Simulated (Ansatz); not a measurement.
Ansatz (a program for electronic structure) input (CCSD(T)/cc-pVTZ):

Ansatz 0.2 input:
```yaml
crystal:
  periodic: [false, false, false]
  atoms:
    - {symbol: C, position_ang: [0.00000000, -0.00000000, 0.00000000]}
    - {symbol: H, position_ang: [-0.00996657, 1.09156801, -0.02069198]}
    - {symbol: H, position_ang: [0.95018374, -0.53760457, -0.01343118]}
    - {symbol: H, position_ang: [-0.94021717, -0.55396344, 0.03412316]}
basis:
  gaussian:
    orbitals: cc-pVTZ
total_charge: 1
magnetization: {spin_polarized: false}
correlation: {method: ccsd_t, electrons: outside_noble_gas}
```

Output:

```
Functional definition: HF
integrals: 0.04 GiB planned
394 factors; integrals over basis functions are off by at most 1.6e-3 eV
mean field: 0.09 GiB planned
mean field evaluation 1: about -1067.4190 eV, gradient 1.5e1 eV
mean field evaluation 2: about -1067.4183 eV, gradient 1.5e1 eV
mean field evaluation 4: about -1067.9758 eV, gradient 7.5e-1 eV
mean field evaluation 8: about -1067.9778 eV, gradient 7.3e-5 eV
mean field evaluation 16: about -1067.9778 eV, gradient 1.0e-6 eV
mean field -1067.97778153 eV, -39.2474595698 hartree, gradient 1.0e-6 eV, S^2 0.000000; 0 other end points of the search recorded, 0 dependent functions left out
1 core orbitals not correlated
reference -1067.97778153 eV, -39.2474595698 hartree; 3, 3 occupied and 68, 68 virtual orbitals, 394 factors
second order -3.59295117 eV of doubles, -0.00000000 eV of singles
coupled cluster: 0.12 GiB planned
cycle   1  -4.03445266 eV  change   -4.4e-1 eV  update   3.8e-2
cycle   2  -4.18434698 eV  change   -1.5e-1 eV  update   1.3e-2
cycle   3  -4.18807509 eV  change   -3.7e-3 eV  update   2.1e-3
cycle   4  -4.18790293 eV  change    1.7e-4 eV  update   4.1e-4
cycle   5  -4.18784099 eV  change    6.2e-5 eV  update   9.0e-5
cycle   6  -4.18784303 eV  change   -2.0e-6 eV  update   2.1e-5
cycle   7  -4.18784410 eV  change   -1.1e-6 eV  update   7.0e-6
perturbative correction -0.08260067 eV, -0.0030355186 hartree
Total energy: -1072.24822629 eV, -39.4043955203 hartree
```
